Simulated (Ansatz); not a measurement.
The input, for Ansatz 0.2.0:

```yaml
crystal:
  periodic: [false, false, false]
  atoms:
    - {symbol: As, position_ang: [0.000000, 0.000000, 0.000000]}
    - {symbol: Na, position_ang: [0.000000, 0.000000, 2.734300]}
basis:
  gaussian: {orbitals: cc-pVDZ}
magnetization: {spin_polarized: true, initial_magnetization: 0}
hamiltonian: {xc: {name: BHLYP}}
```

```sh
$ ansatz run in.yaml --threads 1 --pin off --events-out ev --progress --plain --max-ram 2393MiB
```

The program prints:

```
496 factors; integrals over basis functions are off by at most 3.1e-4 eV
mean field evaluation 1: about -65253.4251 eV, gradient 6.4e0 eV
mean field evaluation 2: about -65253.6245 eV, gradient 6.0e0 eV
mean field evaluation 4: about -65253.9392 eV, gradient 1.8e-1 eV
mean field evaluation 8: about -65253.9571 eV, gradient 1.8e-2 eV
mean field evaluation 16: about -65253.9571 eV, gradient 1.6e-5 eV
mean field evaluation 32: about -65254.3248 eV, gradient 8.1e-1 eV
mean field -65254.96876986 eV, -2398.0758708860 hartree, gradient 2.5e-5 eV, S^2 1.007226; 6 other end points of the search recorded, 0 dependent functions left out
reference -65254.96891357 eV, -2398.0758761672 hartree; 22, 22 occupied and 23, 23 virtual orbitals, 496 factors
Total energy: -65254.96891357 eV, -2398.0758761672 hartree
```

Ran on 1 thread of AMD EPYC 7B13, shared host: 6 s wall, 0.14 GiB peak host memory.
